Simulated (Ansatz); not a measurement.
# BCl: a ladder of functionals and wavefunction methods

One table from this session's results is given with a row withheld; the runs are named, their logs left out.

Computed with Ansatz 0.2.0, Gaussian basis. Level: functionals in def2-TZVPP, the program's frozen cores in correlated methods.

Plan: LDA (SPW92), PBE-D4, revPBE-D4, BLYP-D4, r2SCAN-D4, B97M-V, PBE0-D4, B3LYP-D4, r2SCANh-D4, r2SCAN0-D4, HSE06-D4, BHLYP-D4, CAM-B3LYP-D4, LC-ωPBE, ωB97X-V, ωB97M-V, B2PLYP, PBE-QIDH; CCSD(T)/def2-SVP; CCSD(T)/def2-TZVPP; CCSD(T)/def2-QZVPP; extrapolation to the limit; RPA on PBE.

## Structure used throughout

All runs share one geometry, relaxed beforehand with PBE0-D4 in a triple-zeta def2 set.

SMILES `[B]Cl`, 2 atoms, charge 0, spin multiplicity 1.

Atoms are counted from 1 here; the program's logs count them from 0.

Bond lengths: B1–Cl2 1.718 Å.

The first run:

in.yaml reads:

```yaml
crystal:
  periodic: [false, false, false]
  atoms:
    - {symbol: B, position_ang: [-0.000000, -0.000000, -0.069701]}
    - {symbol: Cl, position_ang: [0.000000, 0.000000, 1.648231]}
basis:
  gaussian: {orbitals: def2-TZVPP}
hamiltonian: {xc: lda}
output: {orbitals: {seedname: orbitals}}
```

Command:

```bash
> ansatz run in.yaml --threads 2 --pin off --events-out ev --progress --plain --max-ram 22528MiB --backend cpu
```

Among the steps run: LDA; PBE-D4 (GGA); revPBE-D4 (GGA); BLYP-D4 (GGA); r2SCAN-D4 (meta-GGA); B97M-V (meta-GGA); B3LYP-D4 (hybrid); r2SCANh-D4 (hybrid); r2SCAN0-D4 (hybrid); HSE06-D4 (hybrid); BHLYP-D4 (hybrid); CAM-B3LYP-D4 (range-separated); LC-ωPBE (range-separated); ωB97X-V (range-separated); ωB97M-V (range-separated); B2PLYP (double hybrid); PBE-QIDH (double hybrid).

One of the session's tables, all rows but one given; the rest of the session is left out.

It belongs to the step «Frontier levels by functional». 

| functional | HOMO (eV) | LUMO (eV) | gap (eV) |
| --- | --- | --- | --- |
| LDA (SPW92) | -6.29 | -3.12 | 3.16 |
| PBE-D4 | -6.24 | -2.92 | 3.32 |
| revPBE-D4 | ? | ? | ? |
| BLYP-D4 | -6.13 | -2.77 | 3.36 |
| r2SCAN-D4 | -6.49 | -2.68 | 3.80 |
| B97M-V | -6.56 | -2.59 | 3.97 |
| PBE0-D4 | -7.46 | -1.90 | 5.56 |
| B3LYP-D4 | -7.26 | -2.12 | 5.14 |
| r2SCANh-D4 | -6.93 | -2.31 | 4.63 |
| r2SCAN0-D4 | -7.61 | -1.76 | 5.85 |
| HSE06-D4 | -7.05 | -2.29 | 4.77 |
| BHLYP-D4 | -8.59 | -0.80 | 7.79 |
| CAM-B3LYP-D4 | -8.86 | -0.73 | 8.14 |
| LC-ωPBE | -10.25 | 0.45 | 10.70 |
| ωB97X-V | -9.89 | 0.38 | 10.27 |
| ωB97M-V | -9.68 | 0.27 | 9.95 |

Q: Estimate the row for revPBE-D4 from the others.

The run gave: HOMO (eV): -6.22; LUMO (eV): -2.84; gap (eV): 3.38. In the column «HOMO (eV)» it lies between PBE-D4 (-6.24) and BLYP-D4 (-6.13).
